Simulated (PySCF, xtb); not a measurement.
SiH4, SMILES [SiH4].

GFN2-xTB (xtb 6.7.1) at its own geometry gives an orbital gap of 6.71 eV and a dipole moment of 0.00 D.

Geometry optimised at B3LYP-D3(BJ)/def2-TZVPD. The isomer is the one that the SMILES or the coordinates give; other isomers of the formula were not compared.

What does M06-2X/def2-TZVPD (PySCF) give? (Estimate from the structure and the level; the computed values follow.)

gap 11.72 eV (levels -11.07 and 0.64 eV), dipole 0.00 D.
